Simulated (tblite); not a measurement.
Record of a relaxation.

C5H10N (doublet state).
SMILES with atom numbers: `[CH2:1][N:2]1[CH2:3][CH2:4][CH2:5][CH2:6]1` (hydrogens: H7, H8 on C1; H9, H10 on C3; H11, H12 on C4; H13, H14 on C5; H15, H16 on C6)

Computed with GFN2-xTB (tblite), gas phase: L-BFGS steps from a force-field or distance-geometry start until the largest atomic force falls under 0.01 eV/Å. 5 of its 59 geometries are shown.

Step 0: E = -507.4112 eV, largest atomic force 3.858 eV/Å
```
atom  x, y, z in Å  |  force x, y, z in eV/Å
C1      2.174   -0.577   -0.188   -2.146   0.168  -0.568
N2      0.701   -0.509   -0.347    3.690   0.068   1.124
C3      0.000   -0.727    0.923   -0.546   0.109  -0.561
C4     -1.420   -0.243    0.586   -0.549  -0.766   0.827
C5     -1.260    0.726   -0.557   -0.667   0.622  -0.795
C6      0.230    0.771   -0.853    0.034   0.108   0.189
H7      2.623   -1.232    0.539   -0.440   0.060  -0.199
H8      2.824   -0.036   -0.868   -0.577  -0.243   0.171
H9      0.413   -0.114    1.732    0.161   0.024   0.019
H10    -0.003   -1.773    1.240    0.237   0.079  -0.211
H11    -1.896    0.220    1.459    0.109  -0.111  -0.144
H12    -2.053   -1.096    0.286    0.253   0.267   0.127
H13    -1.654    1.721   -0.304    0.124  -0.237  -0.158
H14    -1.807    0.360   -1.440    0.134   0.188   0.234
H15     0.433    0.900   -1.918    0.148  -0.168   0.095
H16     0.687    1.616   -0.302    0.035  -0.168  -0.149
```

Step 14: E = -507.7406 eV, largest atomic force 0.099 eV/Å
```
atom  x, y, z in Å  |  force x, y, z in eV/Å
C1      2.131   -0.611   -0.226    0.075  -0.018  -0.004
N2      0.770   -0.398   -0.233    0.067  -0.031  -0.015
C3     -0.002   -0.705    0.946    0.023   0.024   0.018
C4     -1.424   -0.259    0.599   -0.022  -0.023  -0.005
C5     -1.263    0.732   -0.571   -0.030  -0.021  -0.013
C6      0.243    0.803   -0.833    0.021   0.026   0.032
H7      2.549   -1.266    0.507    0.016  -0.030  -0.009
H8      2.745   -0.064   -0.908    0.016  -0.016  -0.025
H9      0.371   -0.151    1.820    0.033   0.049   0.079
H10     0.080   -1.772    1.169   -0.069   0.002  -0.017
H11    -1.907    0.205    1.457   -0.012  -0.003  -0.007
H12    -2.025   -1.114    0.297   -0.037  -0.011  -0.030
H13    -1.664    1.714   -0.325   -0.008  -0.010  -0.013
H14    -1.782    0.366   -1.454   -0.046  -0.017  -0.023
H15     0.502    0.827   -1.894   -0.067  -0.004   0.002
H16     0.671    1.701   -0.362    0.041   0.083   0.031
```

Step 29: E = -507.7236 eV, largest atomic force 1.061 eV/Å
```
atom  x, y, z in Å  |  force x, y, z in eV/Å
C1      2.136   -0.595   -0.207    1.056  -0.102  -0.021
N2      0.788   -0.344   -0.184   -0.123  -0.067  -0.052
C3     -0.001   -0.675    0.974    0.078  -0.008  -0.042
C4     -1.420   -0.257    0.592   -0.134  -0.085   0.190
C5     -1.261    0.730   -0.570   -0.106   0.100  -0.085
C6      0.245    0.837   -0.807    0.081  -0.069   0.000
H7      2.575   -1.346    0.446   -0.423   0.361  -0.317
H8      2.762   -0.141   -0.971   -0.459  -0.206   0.334
H9      0.345   -0.136    1.872    0.000  -0.023  -0.006
H10     0.068   -1.747    1.161    0.074  -0.053   0.116
H11    -1.937    0.173    1.442   -0.055   0.184   0.105
H12    -1.995   -1.127    0.289   -0.049  -0.088  -0.149
H13    -1.696    1.704   -0.360   -0.010   0.057   0.134
H14    -1.757    0.349   -1.457   -0.044  -0.101  -0.131
H15     0.487    0.826   -1.870    0.100   0.092  -0.066
H16     0.652    1.758   -0.360    0.012   0.008  -0.009
```

Step 44: E = -507.7764 eV, largest atomic force 0.042 eV/Å
```
atom  x, y, z in Å  |  force x, y, z in eV/Å
C1      2.172   -0.528   -0.149    0.022  -0.024  -0.026
N2      0.803   -0.335   -0.175   -0.002   0.006   0.003
C3      0.007   -0.661    0.983   -0.009  -0.003   0.014
C4     -1.422   -0.272    0.588   -0.006  -0.004   0.006
C5     -1.261    0.718   -0.582   -0.013   0.002   0.000
C6      0.252    0.846   -0.792   -0.012   0.015  -0.011
H7      2.514   -1.406    0.368   -0.015   0.017  -0.008
H8      2.704   -0.220   -1.030   -0.005  -0.003   0.012
H9      0.333   -0.091    1.867    0.015   0.008   0.010
H10     0.106   -1.724    1.210    0.008  -0.009   0.021
H11    -1.949    0.181    1.426   -0.007  -0.020  -0.002
H12    -1.981   -1.152    0.273   -0.006   0.016  -0.012
H13    -1.708    1.684   -0.354    0.001   0.002  -0.015
H14    -1.738    0.330   -1.480   -0.002  -0.012   0.009
H15     0.528    0.873   -1.847    0.018   0.013  -0.015
H16     0.633    1.764   -0.317    0.013  -0.003   0.014
```

Step 58: E = -507.7787 eV, largest atomic force 0.007 eV/Å
```
atom  x, y, z in Å  |  force x, y, z in eV/Å
C1      2.164   -0.557   -0.175   -0.006   0.003   0.000
N2      0.801   -0.329   -0.170   -0.001  -0.001   0.000
C3      0.012   -0.637    0.997    0.002   0.002   0.000
C4     -1.420   -0.278    0.583    0.001   0.001  -0.001
C5     -1.259    0.711   -0.587    0.004   0.003  -0.002
C6      0.255    0.863   -0.770    0.005  -0.002   0.000
H7      2.492   -1.446    0.331   -0.001  -0.002   0.002
H8      2.686   -0.260   -1.067    0.000   0.003  -0.004
H9      0.327   -0.033    1.863    0.003  -0.004   0.002
H10     0.129   -1.691    1.258   -0.003   0.003   0.002
H11    -1.970    0.161    1.414   -0.003  -0.001   0.001
H12    -1.956   -1.168    0.257    0.000  -0.005   0.004
H13    -1.728    1.671   -0.376   -0.004   0.001   0.001
H14    -1.713    0.307   -1.490    0.004   0.001  -0.004
H15     0.554    0.923   -1.819   -0.003   0.002  -0.001
H16     0.617    1.771   -0.260    0.002  -0.003  -0.001
```

Question: Summarise the path.

Answer: The energy falls by 0.3675 eV from step 0 to step 58; nine tenths of that is first reached at step 15. It rises by more than 0.2 meV at steps 27, 29 and 32. The largest force goes from 3.858 to 0.007 eV/Å. Among the bonds C1–N2 changes most, from 1.483 to 1.382 Å; the atoms move by 0.174 Å rms after alignment.

Question: Follow the three bonds and two angles with the largest change from start to end.

Answer: 
```csv
step,E above end (eV),largest force (eV/Å),C1–N2 (Å),C4–C5 (Å),N2–C3 (Å),C1–N2–C3 (°),C1–N2–C6 (°)
0,0.3675,3.858,1.483,1.508,1.467,112.0,113.5
3,0.1054,0.347,1.385,1.534,1.460,117.2,117.2
5,0.0735,0.341,1.381,1.534,1.446,118.3,118.3
8,0.0522,0.157,1.380,1.541,1.448,118.3,118.4
10,0.0462,0.212,1.379,1.543,1.448,118.2,118.3
13,0.0396,0.082,1.377,1.542,1.443,119.1,119.1
15,0.0366,0.087,1.378,1.541,1.444,119.8,119.8
18,0.0343,0.030,1.379,1.540,1.445,120.2,120.2
20,0.0341,0.025,1.379,1.540,1.444,120.2,120.2
23,0.0335,0.052,1.378,1.539,1.443,120.2,120.2
25,0.0313,0.225,1.381,1.538,1.443,120.0,120.2
28,0.0416,1.115,1.390,1.549,1.448,119.4,119.4
30,0.0188,0.212,1.383,1.543,1.444,120.0,120.1
33,0.0099,0.134,1.385,1.543,1.444,119.6,119.7
35,0.0036,0.091,1.382,1.540,1.443,119.9,119.8
38,0.0031,0.029,1.383,1.540,1.443,120.0,119.9
40,0.0028,0.030,1.383,1.540,1.443,119.9,120.0
43,0.0024,0.050,1.382,1.540,1.442,120.0,120.0
45,0.0021,0.026,1.383,1.540,1.442,120.1,120.1
48,0.0014,0.066,1.383,1.541,1.443,120.3,120.3
50,0.0008,0.038,1.383,1.541,1.443,120.3,120.4
53,0.0003,0.034,1.382,1.541,1.442,120.4,120.4
55,0.0001,0.022,1.383,1.541,1.442,120.5,120.5
58,0.0000,0.007,1.382,1.541,1.442,120.5,120.6
```

What follows is the cost of the whole relaxation. Hardware: an Arm Neoverse V1 with one thread, no GPU, shared host with 64 logical CPUs at a one-minute load of 48. Cost: 0.28 s of wall time.
